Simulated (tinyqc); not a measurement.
Inside a calculation (part 2 of 2). Method: MP2 on RHF in the sto-3g basis, for CH3-, spin multiplicity 1. The basis has no diffuse functions, so it cannot describe the extra electron: this is an exercise in the method, not the real anion. Computed by tinyqc, a small Python program that keeps every step (integrals from PySCF). Command: `OMP_NUM_THREADS=1 python tinyqc.py 20677 20678 out.jsonl` (the two numbers bound the seeds that draw the settings). One thread of a shared host (Intel(R) Xeon(R) Processor @ 2.60GHz), about 0.2 s of CPU time with the checks.

Geometry (angstrom):
```
atom         x         y        z
C      0.00000   0.00000  0.03100
H      1.18300   0.00000  0.00000
H     -0.59200   1.02500  0.00000
H     -0.59200  -1.02500  0.00000
```

## Convergence

Stop when the energy changes by less than 1e-10 hartree and every element of the error matrix X^T (F D S - S D F) X is below 3e-06.

Course of the cycle:
```
iteration  E (hartree)     change  largest element of the error matrix
1          -35.5246859          -                             8.06e-01
2          -38.6741605  -3.15e+00                             2.24e-01
3          -38.7662637  -9.21e-02                             3.26e-02
4          -38.7679976  -1.73e-03                             1.21e-03
5          -38.7680022  -4.58e-06                             3.05e-04
6          -38.7680024  -2.40e-07                             2.73e-05
7          -38.7680024  -2.53e-09                             5.61e-06
8          -38.7680024  -5.06e-11                             7.09e-08
```

PySCF RHF in the same basis = -38.7680024 hartree

Converged in 8 iterations.

## Populations, bond orders and dipole

D after iteration 8, order 1C 1s, 1C 2s, 1C 2px, 1C 2py, 1C 2pz, 2H 1s, 3H 1s, 4H 1s:
```
[[2.05508, -0.17992, -0.00002, 0.00000, -0.01651, -0.12349, -0.12341, -0.12341],
 [-0.17992, 0.71122, -0.00001, 0.00000, 0.07785, 0.31703, 0.31705, 0.31705],
 [-0.00002, -0.00001, 0.37976, 0.00000, 0.00000, 0.51860, -0.25941, -0.25941],
 [0.00000, 0.00000, 0.00000, 0.37971, 0.00000, 0.00000, 0.44922, -0.44922],
 [-0.01651, 0.07785, 0.00000, 0.00000, 1.99646, -0.02991, -0.02991, -0.02991],
 [-0.12349, 0.31703, 0.51860, 0.00000, -0.02991, 0.85257, -0.20989, -0.20989],
 [-0.12341, 0.31705, -0.25941, 0.44922, -0.02991, -0.20989, 0.85301, -0.20992],
 [-0.12341, 0.31705, -0.25941, -0.44922, -0.02991, -0.20989, -0.20992, 0.85301]]
```

overlap S, order 1C 1s, 1C 2s, 1C 2px, 1C 2py, 1C 2pz, 2H 1s, 3H 1s, 4H 1s:
```
[[1.00000, 0.24836, 0.00000, 0.00000, 0.00000, 0.05010, 0.05002, 0.05002],
 [0.24836, 1.00000, 0.00000, 0.00000, 0.00000, 0.43839, 0.43802, 0.43802],
 [0.00000, 0.00000, 1.00000, 0.00000, 0.00000, 0.43344, -0.21665, -0.21665],
 [0.00000, 0.00000, 0.00000, 1.00000, 0.00000, 0.00000, 0.37512, -0.37512],
 [0.00000, 0.00000, 0.00000, 0.00000, 1.00000, -0.01136, -0.01135, -0.01135],
 [0.05010, 0.43839, 0.43344, 0.00000, -0.01136, 1.00000, 0.10982, 0.10982],
 [0.05002, 0.43802, -0.21665, 0.37512, -0.01135, 0.10982, 1.00000, 0.10976],
 [0.05002, 0.43802, -0.21665, -0.37512, -0.01135, 0.10982, 0.10976, 1.00000]]
```

Mulliken: Z minus the diagonal of D S on the atom; Loewdin: the same with S^(1/2) D S^(1/2); Mayer order: 2 sum_s sum (D(s) S)_ij (D(s) S)_ji over the two atoms.

Charges (e):
```
atom  Mulliken   Loewdin
1C    -0.50628  -0.56470
2H    -0.16438  -0.14492
3H    -0.16467  -0.14519
4H    -0.16467  -0.14519
```

Mayer bond orders:
```
pair    order
2-1   0.94485
3-1   0.94475
3-2   0.01406
4-1   0.94475
4-2   0.01406
4-3   0.01407
```

dipole moment about the origin, x y z (debye): [0.00196, 0.00000, -0.25128]

## Integrals over molecular orbitals

coefficients C, order 1C 1s, 1C 2s, 1C 2px, 1C 2py, 1C 2pz, 2H 1s, 3H 1s, 4H 1s:
```
[[0.99226, -0.20706, 0.00005, 0.00000, -0.00969, -0.23835, 0.00000, -0.00031],
 [0.03367, 0.59373, -0.00025, 0.00000, 0.04435, 1.29878, 0.00000, 0.00200],
 [0.00000, 0.00017, 0.43575, 0.00000, 0.00000, -0.00125, 0.00000, 1.12836],
 [0.00000, 0.00000, 0.00000, 0.43572, 0.00000, 0.00000, 1.12801, 0.00000],
 [-0.00045, -0.00905, -0.00001, 0.00000, 0.99907, -0.04878, 0.00000, -0.00007],
 [-0.00634, 0.26854, 0.59496, 0.00000, -0.01254, -0.67386, 0.00000, -0.86208],
 [-0.00633, 0.26817, -0.29776, 0.51549, -0.01254, -0.67491, -0.74535, 0.42961],
 [-0.00633, 0.26817, -0.29776, -0.51549, -0.01254, -0.67491, 0.74535, 0.42961]]
```

core Hamiltonian H = T + V (hartree), order 1C 1s, 1C 2s, 1C 2px, 1C 2py, 1C 2pz, 2H 1s, 3H 1s, 4H 1s:
```
[[-19.10260, -4.61117, -0.00001, 0.00000, 0.00113, -0.93869, -0.93722, -0.93722],
 [-4.61117, -6.03396, -0.00009, 0.00000, 0.01200, -2.28345, -2.28116, -2.28116],
 [-0.00001, -0.00009, -5.04018, 0.00000, 0.00000, -1.94901, 0.97404, 0.97404],
 [0.00000, 0.00000, 0.00000, -5.03999, 0.00000, 0.00000, -1.68647, 1.68647],
 [0.00113, 0.01200, 0.00000, 0.00000, -4.87858, 0.05361, 0.05354, 0.05354],
 [-0.93869, -2.28345, -1.94901, 0.00000, 0.05361, -3.62580, -0.54973, -0.54973],
 [-0.93722, -2.28116, 0.97404, -1.68647, 0.05354, -0.54973, -3.62436, -0.54935],
 [-0.93722, -2.28116, 0.97404, 1.68647, 0.05354, -0.54973, -0.54935, -3.62436]]
```

Given earlier and not repeated: Two-electron integrals (ij|kl) in chemists' order.

(pq|rs) = sum C_ip C_jq C_kr C_ls (ij|kl), one index at a time.

one-electron integrals over orbitals h = C^T H C (hartree):
```
[[-19.08514, 0.35511, -0.00009, 0.00000, 0.01442, 0.37832, 0.00000, 0.00047],
 [0.35511, -4.70208, -0.00020, 0.00000, -0.01706, -0.99864, 0.00000, -0.00154],
 [-0.00009, -0.00020, -4.10708, 0.00000, 0.00003, 0.00179, 0.00000, -0.98004],
 [0.00000, 0.00000, 0.00000, -4.10630, 0.00000, 0.00000, -0.98007, 0.00000],
 [0.01442, -0.01706, 0.00003, 0.00000, -4.87753, 0.02956, 0.00000, 0.00003],
 [0.37832, -0.99864, 0.00179, 0.00000, 0.02956, -3.76929, 0.00000, 0.00056],
 [0.00000, 0.00000, 0.00000, -0.98007, 0.00000, 0.00000, -4.15782, 0.00000],
 [0.00047, -0.00154, -0.98004, 0.00000, 0.00003, 0.00056, 0.00000, -4.15762]]
```

Two-electron integrals over orbitals (pq|rs), unique and non-zero (hartree):
```
(11|11) 3.50247     (21|11) -0.27685    (21|21) 0.03415     (22|11) 0.66879
(22|21) -0.00780    (22|22) 0.48061     (31|11) 0.00007     (31|21) -5.75e-06
(31|22) 1.10e-05    (31|31) 0.00546     (32|11) 3.45e-05    (32|21) 5.33e-06
(32|22) 0.00013     (32|31) 0.00985     (32|32) 0.12073     (33|11) 0.55321
(33|21) -0.00253    (33|22) 0.45594     (33|31) 0.00305     (33|32) 0.06969
(33|33) 0.50710     (41|41) 0.00546     (42|41) 0.00985     (42|42) 0.12058
(43|41) -0.00306    (43|42) -0.06979    (43|43) 0.05590     (44|11) 0.55307
(44|21) -0.00253    (44|22) 0.45575     (44|31) -0.00305    (44|32) -0.06977
(44|33) 0.39563     (44|44) 0.50716     (51|11) -0.01255    (51|21) 0.00133
(51|22) -0.00106    (51|31) -5.05e-07   (51|32) -1.47e-07   (51|33) -0.00040
(51|44) -0.00040    (51|51) 0.02193     (52|11) 0.00614     (52|21) -0.00054
(52|22) -0.00149    (52|31) 1.81e-08    (52|32) -3.92e-07   (52|33) -0.00084
(52|44) -0.00084    (52|51) 0.02255     (52|52) 0.08216     (53|11) -6.90e-06
(53|21) 2.97e-07    (53|22) -2.21e-06   (53|31) 0.00018     (53|32) -0.00095
(53|33) -0.00109    (53|44) 0.00109     (53|51) -5.96e-06   (53|52) -1.43e-05
(53|53) 0.01650     (54|41) 0.00018     (54|42) -0.00095    (54|43) 0.00110
(54|54) 0.01650     (55|11) 0.85175     (55|21) -0.00905    (55|22) 0.51929
(55|31) 1.87e-06    (55|32) 2.41e-05    (55|33) 0.45535     (55|44) 0.45527
(55|51) 0.00167     (55|52) 0.00904     (55|53) -6.20e-06   (55|55) 0.67306
(61|11) -0.31211    (61|21) 0.03907     (61|22) -0.00850    (61|31) -2.29e-05
(61|32) -2.21e-05   (61|33) -0.00267    (61|44) -0.00266    (61|51) 0.00080
(61|52) -0.00130    (61|53) -1.61e-08   (61|55) -0.00869    (61|61) 0.04478
(62|11) 0.27008     (62|21) -0.00874    (62|22) 0.06949     (62|31) -9.03e-06
(62|32) -0.00005    (62|33) 0.03053     (62|44) 0.03052     (62|51) -0.00137
(62|52) -0.00112    (62|53) -2.67e-06   (62|55) 0.14110     (62|61) -0.00945
(62|62) 0.08198     (63|11) -0.00043    (63|21) 9.12e-06    (63|22) -0.00018
(63|31) 0.00319     (63|32) -0.04810    (63|33) -0.04784    (63|44) 0.04776
(63|51) 2.88e-07    (63|52) -3.78e-06   (63|53) 0.00136     (63|55) -0.00024
(63|61) 1.02e-06    (63|62) -0.00015    (63|63) 0.06761     (64|41) 0.00318
(64|42) -0.04814    (64|43) 0.04791     (64|54) 0.00136     (64|64) 0.06775
(65|11) -0.00644    (65|21) -0.00031    (65|22) -0.00430    (65|31) -7.55e-07
(65|32) -5.45e-06   (65|33) -0.00159    (65|44) -0.00159    (65|51) 0.02356
(65|52) 0.07248     (65|53) -4.51e-05   (65|55) 0.00067     (65|61) -0.00112
(65|62) -0.00546    (65|63) 5.54e-06    (65|65) 0.06998     (66|11) 0.66769
(66|21) -0.01046    (66|22) 0.46147     (66|31) -2.51e-05   (66|32) -0.00022
(66|33) 0.44725     (66|44) 0.44747     (66|51) -0.00249    (66|52) -0.00558
(66|53) 2.67e-06    (66|55) 0.49526     (66|61) -0.01099    (66|62) 0.04864
(66|63) -4.06e-06   (66|65) -0.00733    (66|66) 0.46585     (71|41) 0.01126
(71|42) 0.01841     (71|43) -0.00535    (71|54) 0.00037     (71|64) 0.00613
(71|71) 0.02335     (72|41) 0.00864     (72|42) 0.01320     (72|43) 0.01686
(72|54) 0.00167     (72|64) 0.04395     (72|71) 0.01657     (72|72) 0.05431
(73|41) 0.00170     (73|42) 0.04469     (73|43) -0.02438    (73|54) -0.00084
(73|64) -0.03266    (73|71) 0.00367     (73|72) -0.00577    (73|73) 0.03224
(74|11) 0.23980     (74|21) -0.00446    (74|22) 0.07005     (74|31) 0.00170
(74|32) 0.04472     (74|33) 0.05954     (74|44) 0.01086     (74|51) 5.12e-07
(74|52) 0.00301     (74|53) -0.00084    (74|55) 0.12429     (74|61) -0.00476
(74|62) 0.07732     (74|63) -0.03271    (74|65) -0.00134    (74|66) 0.04394
(74|74) 0.10988     (75|41) 0.00054     (75|42) 0.00393     (75|43) -0.00196
(75|54) 0.01807     (75|64) -0.00137    (75|71) 0.00108     (75|72) 0.00147
(75|73) 0.00139     (75|75) 0.02555     (76|41) 0.01132     (76|42) 0.10699
(76|43) -0.06074    (76|54) -0.00109    (76|64) -0.04420    (76|71) 0.02200
(76|72) 0.01274     (76|73) 0.04511     (76|75) 0.00344     (76|76) 0.10811
(77|11) 0.78322     (77|21) -0.00931    (77|22) 0.49959     (77|31) 0.00074
(77|32) -0.02490    (77|33) 0.43988     (77|44) 0.50537     (77|51) -0.00029
(77|52) 0.00206     (77|53) 0.00093     (77|55) 0.54387     (77|61) -0.00954
(77|62) 0.08370     (77|63) 0.03409     (77|65) -0.00160    (77|66) 0.48959
(77|74) 0.08095     (77|77) 0.57885     (81|11) -0.00040    (81|21) 0.00006
(81|22) 6.51e-06    (81|31) 0.01126     (81|32) 0.01842     (81|33) 0.00533
(81|44) -0.00535    (81|51) 1.07e-06    (81|52) -1.44e-06   (81|53) 0.00037
(81|55) -1.02e-05   (81|61) 3.01e-05    (81|62) -3.27e-05   (81|63) 0.00614
(81|65) -2.70e-06   (81|66) -0.00007    (81|74) 0.00367     (81|77) 0.00196
(81|81) 0.02336     (82|11) 0.00042     (82|21) -9.32e-06   (82|22) 0.00011
(82|31) 0.00863     (82|32) 0.01313     (82|33) -0.01684    (82|44) 0.01693
(82|51) -1.62e-06   (82|52) 9.13e-07    (82|53) 0.00167     (82|55) 0.00021
(82|61) -3.44e-05   (82|62) 0.00008     (82|63) 0.04396     (82|65) -8.40e-06
(82|66) 2.82e-05    (82|74) -0.00566    (82|77) 0.02576     (82|81) 0.01657
(82|82) 0.05430     (83|11) 0.23981     (83|21) -0.00447    (83|22) 0.06996
(83|31) -0.00170    (83|32) -0.04476    (83|33) 0.01090     (83|44) 0.05960
(83|51) 6.75e-07    (83|52) 0.00301     (83|53) 0.00083     (83|55) 0.12428
(83|61) -0.00475    (83|62) 0.07735     (83|63) 0.03248     (83|65) -0.00134
(83|66) 0.04413     (83|74) 0.04824     (83|77) 0.09204     (83|81) -0.00368
(83|82) 0.00593     (83|83) 0.10993     (84|41) 0.00171     (84|42) 0.04463
(84|43) -0.02432    (84|54) -0.00083    (84|64) -0.03256    (84|71) 0.00369
(84|72) -0.00570    (84|73) 0.02935     (84|75) 0.00139     (84|76) 0.04505
(84|84) 0.03215     (85|11) -5.99e-06   (85|21) -1.64e-07   (85|22) -1.03e-06
(85|31) 0.00054     (85|32) 0.00394     (85|33) 0.00195     (85|44) -0.00196
(85|51) 3.06e-05    (85|52) 0.00010     (85|53) 0.01807     (85|55) 2.82e-06
(85|61) -2.77e-06   (85|62) -9.01e-06   (85|63) -0.00137    (85|65) 0.00006
(85|66) -1.64e-05   (85|74) 0.00139     (85|77) -0.00037    (85|81) 0.00108
(85|82) 0.00147     (85|83) -0.00140    (85|85) 0.02555     (86|11) -0.00011
(86|21) 2.92e-06    (86|22) 0.00006     (86|31) 0.01132     (86|32) 0.10701
(86|33) 0.06050     (86|44) -0.06065    (86|51) -2.78e-06   (86|52) -9.50e-06
(86|53) -0.00109    (86|55) -4.03e-05   (86|61) -2.98e-05   (86|62) -0.00009
(86|63) -0.04404    (86|65) -1.15e-05   (86|66) -0.00026    (86|74) 0.04505
(86|77) -0.02172    (86|81) 0.02201     (86|82) 0.01274     (86|83) -0.04520
(86|85) 0.00344     (86|86) 0.10804     (87|41) 0.00075     (87|42) -0.02478
(87|43) 0.03275     (87|54) 0.00093     (87|64) 0.03422     (87|71) 0.00200
(87|72) 0.02565     (87|73) -0.00550    (87|75) -0.00036    (87|76) -0.02162
(87|84) -0.00545    (87|87) 0.03413     (88|11) 0.78330     (88|21) -0.00931
(88|22) 0.49966     (88|31) -0.00071    (88|32) 0.02521     (88|33) 0.50557
(88|44) 0.43965     (88|51) -0.00029    (88|52) 0.00206     (88|53) -0.00094
(88|55) 0.54390     (88|61) -0.00954    (88|62) 0.08372     (88|63) -0.03453
(88|65) -0.00160    (88|66) 0.48952     (88|74) 0.09213     (88|77) 0.51046
(88|81) -0.00193    (88|82) -0.02548    (88|83) 0.08081     (88|85) 0.00037
(88|86) 0.02187     (88|88) 0.57901
```

## Second-order Moller-Plesset energy

orbital energies (hartree): [-10.39603, -0.37954, -0.07833, -0.07813, 0.22177, 0.93688, 1.14071, 1.14124]

Hartree-Fock energy = -38.7680024 hartree

E2 = sum_ijab (ia|jb) [2 (ia|jb) - (ib|ja)] / (e_i + e_j - e_a - e_b) over occupied i, j and virtual a, b; the opposite-spin part is (ia|jb)^2 / denominator, the rest is same-spin, and SCS-MP2 scales them by 6/5 and 1/3.

Terms (the 40 largest of 117):
```
i  j  a  b   (ia|jb)   (ib|ja)  denominator       term
3  3  8  8   0.10993   0.10993     -2.43914   -0.00495
4  4  7  7   0.10988   0.10988     -2.43769   -0.00495
5  5  6  6   0.06998   0.06998     -1.43023   -0.00342
3  2  8  6   0.07735   0.04396     -2.53599   -0.00338
2  3  6  8   0.07735   0.04396     -2.53599   -0.00338
2  4  6  7   0.07732   0.04395     -2.53527   -0.00338
4  2  7  6   0.07732   0.04395     -2.53527   -0.00338
2  2  6  6   0.08198   0.08198     -2.63285   -0.00255
4  4  6  6   0.06775   0.06775     -2.03004   -0.00226
3  3  6  6   0.06761   0.06761     -2.03042   -0.00225
3  4  8  7   0.04824   0.02935     -2.43841   -0.00133
4  3  7  8   0.04824   0.02935     -2.43841   -0.00133
2  2  7  7   0.05431   0.05431     -3.04050   -0.00097
2  2  8  8   0.05430   0.05430     -3.04157   -0.00097
3  4  6  7  -0.03271  -0.03266     -2.23405   -0.00048
4  3  7  6  -0.03271  -0.03266     -2.23405   -0.00048
4  3  6  7  -0.03266  -0.03271     -2.23405   -0.00048
3  4  7  6  -0.03266  -0.03271     -2.23405   -0.00048
4  4  8  6  -0.03256  -0.03256     -2.23440   -0.00047
4  4  6  8  -0.03256  -0.03256     -2.23440   -0.00047
3  3  8  6   0.03248   0.03248     -2.23478   -0.00047
3  3  6  8   0.03248   0.03248     -2.23478   -0.00047
3  3  7  7   0.03224   0.03224     -2.43807   -0.00043
4  4  8  8   0.03215   0.03215     -2.43876   -0.00042
5  5  7  7   0.02555   0.02555     -1.83788   -0.00036
5  5  8  8   0.02555   0.02555     -1.83895   -0.00036
4  2  6  7   0.04395   0.07732     -2.53527   -0.00018
2  4  7  6   0.04395   0.07732     -2.53527   -0.00018
3  2  6  8   0.04396   0.07735     -2.53599   -0.00018
2  3  8  6   0.04396   0.07735     -2.53599   -0.00018
4  3  8  7   0.02935   0.04824     -2.43841   -0.00013
3  4  7  8   0.02935   0.04824     -2.43841   -0.00013
1  1  6  6   0.04478   0.04478    -22.66583   -0.00009
1  1  8  8   0.02336   0.02336    -23.07454  -2.36e-05
1  1  7  7   0.02335   0.02335    -23.07347  -2.36e-05
1  2  7  7   0.01657   0.01657    -13.05699  -2.10e-05
2  1  7  7   0.01657   0.01657    -13.05699  -2.10e-05
1  2  8  8   0.01657   0.01657    -13.05805  -2.10e-05
2  1  8  8   0.01657   0.01657    -13.05805  -2.10e-05
5  2  6  6  -0.00546  -0.00546     -2.03154  -1.47e-05
```

Pair energies (hartree; pair i-j sums ij and ji):
```
pair  opposite spin  same spin
1-1        -0.00014          0
2-1        -0.00010          0
2-2        -0.00449          0
3-1       -1.38e-05  -1.89e-05
3-2        -0.00629   -0.00088
3-3        -0.00858          0
4-1       -1.38e-05  -1.89e-05
4-2        -0.00629   -0.00088
4-3        -0.00453   -0.00029
4-4        -0.00859          0
5-1       -5.85e-07          0
5-2       -3.29e-05          0
5-3       -7.44e-06  -7.12e-10
5-4       -7.45e-06  -6.26e-10
5-5        -0.00413          0
```

MP2 correlation energy = -0.0452939 hartree

SCS-MP2 correlation energy = -0.0525427 hartree

MP2 total energy = -38.8132963 hartree
